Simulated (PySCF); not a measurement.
Homolysis of single bonds, series allyl-X. Gas-phase values, no solvent. One relaxed conformer stands for each flexible species; it need not be the lowest. Strings in code marks are SMILES.

Level of theory: PBE-D3(BJ)/def2-TZVP // PBE0-D4/def2-TZVP run with PySCF. 

```tsv
species	highest occupied spin orbital (eV)
radical fragment (`[CH2]C=C`)	-4.69
whole molecule (`C=CCCC` (C–C–C–C torsion 120°, C–C–C–C torsion -65°))	–
whole molecule (`C=CCF` (C–C–C–F torsion 0°))	–
radical fragment (`[CH2]O`)	?
radical fragment (`[CH2]N`)	-2.98
whole molecule (`[SiH3]CC=C` (C–C–C–Si torsion 106°))	–
radical fragment (`[SiH3]`)	-5.32
radical fragment (`[CH2]S`)	-3.94
whole molecule (`C=CCSC` (C–C–C–S torsion 113°, C–C–S–C torsion -66°))	–
whole molecule (`C=CCC=C` (C–C–C–C torsion -122°, C–C–C–C torsion 122°))	–
radical fragment (`[C]#C`)	-7.34
radical fragment (`[BH2]`)	-4.92
```

Problem. What belongs in the gaps?

Solution. 
- radical fragment (`[CH2]O`), highest occupied spin orbital (eV): -3.68
